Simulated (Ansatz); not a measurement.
Ansatz (a quantum-chemistry and plane-wave program) input (HF/6-311++G(3df,3pd)): A basis named .json is the Basis Set Exchange file of that set (core-valence sets with the plain set on hydrogen).

Ansatz 0.2 input:
```yaml
crystal:
  periodic: [false, false, false]
  atoms:
    - {symbol: C, position_ang: [0.00476229, 0.43392420, -0.00203639]}
    - {symbol: C, position_ang: [1.18383408, -0.15360148, 0.00493325]}
    - {symbol: F, position_ang: [-1.14596015, -0.26718838, -0.00280751]}
    - {symbol: H, position_ang: [-0.17580160, 1.50100015, -0.00772733]}
    - {symbol: H, position_ang: [1.28003303, -1.23028006, 0.01036986]}
    - {symbol: H, position_ang: [2.07783169, 0.45203897, 0.00524394]}
basis:
  gaussian:
    orbitals: 6-311++G_3df_3pd_.json
hamiltonian:
  xc: {name: HF}
output: {forces: true}
magnetization: {spin_polarized: false}
```

Output:

```
Functional definition: HF
integrals: 0.06 GiB planned
882 factors; their error is unknown
mean field: 0.39 GiB planned
mean field evaluation 1: about -4813.0394 eV, gradient 2.9e1 eV
mean field evaluation 2: about -4814.7439 eV, gradient 1.3e1 eV
mean field evaluation 4: about -4815.0674 eV, gradient 8.9e-1 eV
mean field evaluation 8: about -4815.0864 eV, gradient 3.4e-1 eV
mean field -4815.08660155 eV, -176.9511688241 hartree, gradient 1.5e-5 eV, S^2 0.000000; 0 other end points of the search recorded, 0 dependent functions left out
the calculation of the forces begins
reference -4815.08660155 eV, -176.9511688241 hartree; 12, 12 occupied and 159, 159 virtual orbitals, 882 factors
Total energy: -4815.08660155 eV, -176.9511688241 hartree
Atom 0 at     0.004762     0.433924    -0.002036 Å, force    -0.311628    -0.532412     0.001412 eV/Å
Atom 1 at     1.183834    -0.153601     0.004933 Å, force    -0.522881     0.193805    -0.002775 eV/Å
Atom 2 at    -1.145960    -0.267188    -0.002808 Å, force     1.108888     0.623905     0.000988 eV/Å
Atom 3 at    -0.175802     1.501000    -0.007727 Å, force     0.082723    -0.462976     0.002485 eV/Å
Atom 4 at     1.280033    -1.230280     0.010370 Å, force    -0.043640     0.347877    -0.001801 eV/Å
Atom 5 at     2.077832     0.452039     0.005244 Å, force    -0.313461    -0.170198    -0.000308 eV/Å
Dipole moment:     0.287443     0.186353     0.000140 e Å
```
